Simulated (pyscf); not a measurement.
A first-order saddle from PySCF, ωB97X-D3(BJ)/def2-SVP:

```xyz
9

P     -0.1540     0.6461     0.9179
Si    -0.6408    -1.4141    -0.0421
H     -0.6845     2.1027     1.6439
H     -0.5759     1.3420    -0.2462
H      0.1292    -1.5780    -1.3120
H     -0.2780    -2.5163     0.8947
H     -2.1023    -1.4909    -0.3436
H      0.8579     2.0229     1.0383
H      0.1553     2.7237     1.4322
```

Surface: singlet, charge 0. Lowest wavenumbers (cm⁻¹): 2457i, 121, 259, 299, 402.

Which two sides does it connect, and which bonds change?

`[SiH3][PH2]` + `[H][H]` ⇌ `[SiH3][PH2]` + `[H][H]`, a four-centre exchange read from left to right: H–P, H–H broken and H–P, H–H formed. At ωB97M-D3(BJ)/def2-TZVP it lies +3.48 eV from the left side and +3.48 eV from the right (each side as separated species at their lowest minima found). The same reactants have a lower exit, to PH₃ + SiH₄ (barrier +3.00 eV at ωB97M-D3(BJ)/def2-TZVP, against +3.48 eV here). Another saddle between the same species, by other bonds, lies lower (2.92 eV against 3.48 eV at ωB97M-D3(BJ)/def2-TZVP).
